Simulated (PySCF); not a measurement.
# Which basis set comes closest?

Molecule: SMILES CCCCCl, C₄H₉Cl.

Molfile (atoms numbered from 1):
```
C4H9Cl
     RDKit          3D

 14 13  0  0  0  0  0  0  0  0999 V2000
   -1.9581   -0.0762   -0.2994 C   0  0  0  0  0  0  0  0  0  0  0  0
   -0.4793   -0.0466   -0.6519 C   0  0  0  0  0  0  0  0  0  0  0  0
    0.4204    0.0404    0.5752 C   0  0  0  0  0  0  0  0  0  0  0  0
    1.8891    0.0694    0.2129 C   0  0  0  0  0  0  0  0  0  0  0  0
    2.9285    0.1799    1.6656 Cl  0  0  0  0  0  0  0  0  0  0  0  0
   -2.1983   -0.9412    0.3391 H   0  0  0  0  0  0  0  0  0  0  0  0
   -2.5870   -0.1414   -1.1997 H   0  0  0  0  0  0  0  0  0  0  0  0
   -2.2550    0.8309    0.2507 H   0  0  0  0  0  0  0  0  0  0  0  0
   -0.2188   -0.9485   -1.2336 H   0  0  0  0  0  0  0  0  0  0  0  0
   -0.2735    0.8101   -1.3177 H   0  0  0  0  0  0  0  0  0  0  0  0
    0.2330   -0.8170    1.2435 H   0  0  0  0  0  0  0  0  0  0  0  0
    0.1782    0.9447    1.1586 H   0  0  0  0  0  0  0  0  0  0  0  0
    2.1318    0.9363   -0.4185 H   0  0  0  0  0  0  0  0  0  0  0  0
    2.1902   -0.8406   -0.3259 H   0  0  0  0  0  0  0  0  0  0  0  0
  1  2  1  0
  2  3  1  0
  3  4  1  0
  4  5  1  0
  1  6  1  0
  1  7  1  0
  1  8  1  0
  2  9  1  0
  2 10  1  0
  3 11  1  0
  3 12  1  0
  4 13  1  0
  4 14  1  0
M  END
```

Geometry PBE0-D3(BJ)/def2-SVP throughout; GIAO in PySCF 2.14, gas phase, one conformer, non-relativistic; equivalent atoms averaged; functional PBE0.

Reference values (measured; solution, not stated per compound (mostly CDCl3 or CCl4); Pretsch, Buehlmann, Badertscher, Structure Determination of Organic Compounds, 4th ed. (2009)): δ(H13/H14) = 3.42 ppm, δ(H11/H12) = 1.68 ppm, δ(H9/H10) = 1.41 ppm, δ(H6/H7/H8) = 0.92 ppm. Computed shifts are taken against TMS, calculated as an isolated molecule at each level.

Task: How do the basis sets STO-3G, 6-31G, pcSseg-0, 6-31G*, def2-SVP, cc-pVDZ, pcSseg-1, 6-311+G(2d,p), aug-cc-pVDZ, def2-TZVP, IGLO-III, cc-pVTZ, pcSseg-2 perform against the reference? Times are CPU seconds on shared hosts with different chips, so compare them loosely.

Result: 
```
    basis set  functions  H13/H14  H11/H12  H9/H10  H6/H7/H8  mean abs. error H  core-s
       STO-3G         38     2.19     1.21    0.73      0.80               0.62     2.7
        6-31G         67     3.19     1.73    1.31      1.13               0.15     5.4
     pcSseg-0         67     2.98     1.42    1.04      1.13               0.32      11
       6-31G*         92     3.11     1.66    1.24      1.00               0.14     7.3
     def2-SVP        119     3.02     1.39    0.97      0.87               0.29     9.4
      cc-pVDZ        119     3.11     1.49    1.08      0.93               0.21      18
     pcSseg-1        137     3.20     1.45    1.06      1.04               0.23     8.8
6-311+G(2d,p)        197     3.31     1.65    1.19      0.96               0.10      23
  aug-cc-pVDZ        200     3.36     1.73    1.26      1.05               0.10      45
    def2-TZVP        215     3.29     1.65    1.21      0.97               0.10      27
     IGLO-III        274     3.32     1.65    1.19      0.96               0.10      73
      cc-pVTZ        280     3.31     1.64    1.20      0.98               0.10      57
     pcSseg-2        313     3.31     1.63    1.20      0.99               0.11      85
```

For 1H the closest is aug-cc-pVDZ (0.10 ppm, with IGLO-III, 6-311+G(2d,p), def2-TZVP, cc-pVTZ, pcSseg-2 practically level) and the furthest STO-3G (0.62 ppm). Where a smaller basis beats a larger one, errors probably cancel; the largest sets show where the functional converges. One molecule is a small sample, and vibrational and solvent effects are absent from the calculation.

A small basis that lands close on one nucleus may do so by chance; judge by the trend and by all nuclei.
